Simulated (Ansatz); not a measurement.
Geometry optimisation, UKS B3LYP/def2-SVP (Ansatz 0.2.0).

input.yaml

```yaml
crystal:
  periodic: [false, false, false]
  atoms:
    - { symbol: Al, position_ang: [-0.034334, 0.070885, -0.270343] }
    - { symbol: F, position_ang: [-0.089551, 0.342352, 1.391848] }
    - { symbol: H, position_ang: [1.39544, -0.027898, -0.922338] }
    - { symbol: H, position_ang: [-1.421036, -0.05424, -1.004903] }
    - { symbol: Si, position_ang: [0.089136, -0.189318, 4.134514] }
    - { symbol: H, position_ang: [-0.768336, -1.19721, 4.840943] }
    - { symbol: H, position_ang: [1.415335, -0.08758, 4.827489] }
    - { symbol: H, position_ang: [-0.586655, 1.143009, 4.164989] }
magnetization:
  spin_polarized: true
  initial_magnetization: 1
basis:
  gaussian: { orbitals: def2-SVP }
hamiltonian:
  xc: b3lyp
relax:
  f_tol: 0.03
  max_steps: 50
```

Launched with:

```bash
$ ansatz run input.yaml --threads 2 --pin off --max-ram 3072MiB --backend cpu --events-out ev --progress --plain --runs-dir out
```

Task: Where does it end, and by what steps?

Result: The run converged. After 13 steps the energy has fallen by 0.102 eV; H6 moved furthest, 0.83 Å.

| step | energy less start (eV) | largest force component (eV/Å) | accepted |
| --- | --- | --- | --- |
| 0 | 0.0000 | 0.394 | yes |
| 1 | -0.0398 | 0.411 | yes |
| 2 | -0.0283 | 1.007 | no |
| 3 | -0.0526 | 0.322 | yes |
| 4 | -0.0606 | 0.176 | yes |
| 5 | -0.0631 | 0.229 | yes |
| 6 | -0.0750 | 0.101 | yes |
| 7 | -0.0860 | 0.080 | yes |
| 8 | -0.0913 | 0.293 | yes |
| 9 | -0.0925 | 0.260 | yes |
| 10 | -0.1001 | 0.033 | yes |
| 11 | -0.1011 | 0.047 | yes |
| 12 | -0.1012 | 0.051 | yes |
| 13 | -0.1015 | 0.025 | yes |

```xyz
8
Properties=species:S:1:pos:R:3
Al 0.080 0.136 -0.301
F 0.137 0.529 1.327
H 1.464 -0.088 -1.019
H -1.348 0.032 -0.955
Si -0.203 -0.357 4.274
H -0.491 -0.997 5.595
H 1.268 -0.207 4.079
H -0.907 0.952 4.163
```

Whether the end is a true minimum wasn't checked by a vibrational analysis.

Run time: 28 s on 2 threads of Arm Neoverse V1, with other jobs on the host, peak memory 0.18 GiB.
